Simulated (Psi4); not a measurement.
# C4N2 (2-butynedinitrile) at B3LYP/6-31G(d) (spherical functions)

What is the energy change on altering one bond length of C4N2 (2-butynedinitrile) at B3LYP/6-31G* (spherical functions)? Input form: a Python script.

The calculation is run with Psi4 1.11.

4 further runs of the same task are left out: 3 that didn't finish, 1 set aside as unsound or not needed.

**1. The structure to begin with**

The species is C4N2 (6 atoms), meant as a singlet with charge 0. SMILES: `N#CC#CC#N`. The shape is that of a PBE0-D4/def2-TZVP optimisation.

Bond lengths: N1–C2 1.155 Å, C2–C3 1.363 Å, C3–C4 1.207 Å, C4–C5 1.363 Å, C5–N6 1.155 Å. Angles: N1–C2–C3 180.0°, C2–C3–C4 180.0°, C3–C4–C5 180.0°, C4–C5–N6 180.0°.

**2. The energy at B3LYP/6-31G(d) (spherical functions)**

The input, c4n2.xyz:

```xyz
6
C4N2
N      0.017130    -3.020460     0.788950
C      0.010700    -1.902840     0.497280
C      0.003160    -0.583760     0.152900
C     -0.003500     0.583960    -0.152150
C     -0.010740     1.902850    -0.497210
N     -0.016750     3.020250    -0.789760
```

The input, c4n2.py:

```python
import psi4

psi4.set_memory('2200 MB')
psi4.set_num_threads(1)
psi4.core.set_output_file('run.log', False)

with open('c4n2.xyz') as f:
    atoms = ''.join(f.readlines()[2:])
mol = psi4.geometry('0 1\n' + atoms + 'symmetry c1')

options = {'basis': '6-31G*', 'puream': True, 'e_convergence': 1e-09, 'd_convergence': 1e-08, 'scf_type': 'pk', 'dft_radial_points': 99, 'dft_spherical_points': 590}
psi4.set_options(options)

e, wfn = psi4.energy('B3LYP', return_wfn=True)
psi4.oeprop(wfn, 'LOWDIN_CHARGES', 'WIBERG_LOWDIN_INDICES', 'DIPOLE', title='B3LYP')
print('E =', round(e, 9))
```

On the command line:

```
$ python c4n2.py
```

run.log:

```text
[...]
  Running in c1 symmetry.
[...]
  Nuclear repulsion =  144.352590511131666
[...]
  Multiplicity = 1
[...]
  Nalpha       = 19
  Nbeta        = 19
[...]
    Number of basis functions: 84
[...]
   @RKS iter   1:  -261.58467156978401   -5.89064e-01   7.93290e-03 DIIS/ADIIS
[...]
   @RKS iter  12:  -261.80569698687418   -3.69482e-12   1.23621e-09 DIIS
[...]
    Orbital Energies [Eh]
    ---------------------
    Doubly Occupied:
       1A    -14.393655     2A    -14.393647     3A    -10.291140
       4A    -10.288920     5A    -10.283682     6A    -10.283661
       7A     -0.961991     8A     -0.959850     9A     -0.858991
      10A     -0.750563    11A     -0.663562    12A     -0.448180
      13A     -0.448180    14A     -0.411772    15A     -0.410340
      16A     -0.407447    17A     -0.407447    18A     -0.328698
      19A     -0.328698
[...]
  @RKS Final Energy:  -261.80569698687418
   => Energetics <=
    Nuclear Repulsion Energy =            144.3525905111316661
    One-Electron Energy =                -637.1038169564221789
    Two-Electron Energy =                 259.5348785919902070
    DFT Exchange-Correlation Energy =     -28.5893491335738794
    Empirical Dispersion Energy =           0.0000000000000000
    VV10 Nonlocal Energy =                  0.0000000000000000
    Total Energy =                       -261.8056969868741817
[...]
 Multipole Moments:
 ------------------------------------------------------------------------------------
     Multipole            Electronic (a.u.)      Nuclear  (a.u.)        Total (a.u.)
 ------------------------------------------------------------------------------------
 L = 1.  Multiply by 2.5417464519 to convert [e a0] to [Debye]
 Dipole X            :         -0.0002585           -0.0000010           -0.0002595
 Dipole Y            :          0.0001389            0.0000006            0.0001395
 Dipole Z            :          0.0005500            0.0000022            0.0005523
 Magnitude           :                                                    0.0006260
[...]
```

The script printed:

```text
E = -261.805696987
```

It took 25 s on 1 thread of Intel Xeon at 2.50GHz (Skylake/Cascade Lake), shared host; peak memory 0.91 GiB.

**3. The distorted shape: energy and gradient at B3LYP/6-31G(d) (spherical functions)**

The input, c4n2.py:

```python
import psi4

psi4.set_memory('2200 MB')
psi4.set_num_threads(1)
psi4.set_output_file('psi4.out', False)

molecule = psi4.geometry("""
0 1
N      0.018031    -3.188032     0.832823
C      0.011601    -2.070412     0.541153
C      0.004061    -0.751332     0.196773
C     -0.002599     0.416388    -0.108277
C     -0.009839     1.735278    -0.453337
N     -0.016750     3.020250    -0.789760
units angstrom
symmetry c1
""")

psi4.set_options({
    'basis': '6-31G*',
    'puream': True,
    'e_convergence': 1e-09,
    'd_convergence': 1e-08,
    'scf_type': 'pk',
    'dft_radial_points': 99,
    'dft_spherical_points': 590,
})

E, wfn = psi4.gradient("b3lyp", return_wfn=True)
psi4.oeprop(wfn, "LOWDIN_CHARGES", "DIPOLE", "WIBERG_LOWDIN_INDICES", title="B3LYP")
print('gradient / Eh bohr^-1')
print(E.np.round(6))
print(f'energy = {wfn.energy():.10f} Eh')
```

On the command line:

```
$ python c4n2.py
```

psi4.out:

```text
[...]
  Running in c1 symmetry.
[...]
  Nuclear repulsion =  140.754371523559087
[...]
  Multiplicity = 1
[...]
  Nalpha       = 19
  Nbeta        = 19
[...]
    Number of basis functions: 84
[...]
   @RKS iter   1:  -261.57993511558783   -8.11506e-01   7.21915e-03 DIIS/ADIIS
[...]
   @RKS iter  12:  -261.76637378356230   -4.49063e-11   7.80848e-09 DIIS
[...]
    Orbital Energies [Eh]
    ---------------------
    Doubly Occupied:
       1A    -14.430244     2A    -14.395931     3A    -10.315040
       4A    -10.294058     5A    -10.291512     6A    -10.285742
       7A     -0.963186     8A     -0.903330     9A     -0.856100
      10A     -0.752466    11A     -0.668342    12A     -0.444628
      13A     -0.444628    14A     -0.422862    15A     -0.412869
      16A     -0.391579    17A     -0.391579    18A     -0.317898
      19A     -0.317898
[...]
  @RKS Final Energy:  -261.76637378356230
   => Energetics <=
    Nuclear Repulsion Energy =            140.7543715235590867
    One-Electron Energy =                -629.9542421247580251
    Two-Electron Energy =                 255.8998548886699496
    DFT Exchange-Correlation Energy =     -28.4663580710333264
    Empirical Dispersion Energy =           0.0000000000000000
    VV10 Nonlocal Energy =                  0.0000000000000000
    Total Energy =                       -261.7663737835623010
[...]
  -Total Gradient:
     Atom            X                  Y                   Z
    ------   -----------------  -----------------  -----------------
       1       -0.000170718018     0.029863181474    -0.007796710869
       2        0.000157025758    -0.027288150730     0.007118752582
       3       -0.000141089556     0.025713349583    -0.006719815852
       4        0.000200529853    -0.037578967263     0.009839836868
       5        0.001088881325    -0.202147174151     0.052919192685
       6       -0.001134626672     0.211436854555    -0.055361016841
[...]
 Multipole Moments:
 ------------------------------------------------------------------------------------
     Multipole            Electronic (a.u.)      Nuclear  (a.u.)        Total (a.u.)
 ------------------------------------------------------------------------------------
 L = 1.  Multiply by 2.5417464519 to convert [e a0] to [Debye]
 Dipole X            :          0.0000155            0.0000006            0.0000161
 Dipole Y            :         -0.0469362           -0.0003068           -0.0472430
 Dipole Z            :          0.0128371            0.0000827            0.0129198
 Magnitude           :                                                    0.0489778
[...]
```

Standard output:

```text
gradient / Eh bohr^-1
[[-1.71000e-04  2.98630e-02 -7.79700e-03]
 [ 1.57000e-04 -2.72880e-02  7.11900e-03]
 [-1.41000e-04  2.57130e-02 -6.72000e-03]
 [ 2.01000e-04 -3.75790e-02  9.84000e-03]
 [ 1.08900e-03 -2.02147e-01  5.29190e-02]
 [-1.13500e-03  2.11437e-01 -5.53610e-02]]
energy = -261.7663737836 Eh
```

Run time: 37 s. Hardware: 1 thread of Intel Xeon at 2.50GHz (Skylake/Cascade Lake), shared host; peak memory 0.91 GiB.

**4. Summary of results**

At B3LYP/6-31G* (spherical functions):

```
                                                         quantity          value
                                        first shape: total energy  -261.80570 Eh
                                       first shape: dipole moment         0.00 D
                                         first shape: HOMO energy       -8.94 eV
                                         first shape: LUMO energy       -3.10 eV
                                       first shape: HOMO–LUMO gap        5.84 eV
                                    distorted shape: total energy  -261.76637 Eh
                                   distorted shape: dipole moment         0.12 D
                                     distorted shape: HOMO energy       -8.65 eV
                                     distorted shape: LUMO energy       -3.58 eV
                                   distorted shape: HOMO–LUMO gap        5.07 eV
                        distorted shape: largest force on an atom    11.239 eV/Å
energy change with the C5–N6 bond stretched from 1.155 to 1.328 Å       1.070 eV
```

What this shows: With the C5–N6 bond stretched from 1.155 to 1.328 Å the energy rises by 1.07 eV (103 kJ/mol). The first shape isn't relaxed at this level, so the change isn't measured from a minimum.
